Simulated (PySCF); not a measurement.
Bonds broken one at a time in the series allyl-X. All species are isolated molecules in the gas phase. One relaxed conformer stands for each flexible species; it need not be the lowest. Strings in code marks are SMILES.

The dipole moment from two functionals at the same geometries (PBE0-D4/def2-TZVP), both in PySCF: PBE-D3(BJ)/def2-TZVP and PBE0-D4/def2-TZVP. 

```
species                                PBE-D3(BJ)/def2-TZVP (D)  PBE0-D4/def2-TZVP (D)
-------------------------------------  ------------------------  ---------------------
radical fragment (`[CH2]F`)                                1.14                   1.30
radical fragment (`[F]`)                                   0.00                   0.00
radical fragment (`C[O]`)                                  2.09                   2.02
radical fragment (`[NH2]`)                                 1.91                   1.95
radical fragment (`[CH2][SiH3]`)                           0.66                   0.71
radical fragment (`[C]#C`)                                 0.79                   0.78
radical fragment (`[BH2]`)                                 0.51                   0.50
radical fragment (`[SeH]`)                                 0.55                   0.60
radical fragment (`[N+]#[C-]`)                             1.15                   1.49
radical fragment (`[N+]([CH2])#[C-]`)                      3.42                   3.36
```

Over these rows, drawn at random from the members with no instability flagged (it was tested for open shells, ions and some series alone), PBE minus PBE0-D4: mean -0.05 D, from -0.34 D to +0.07 D.
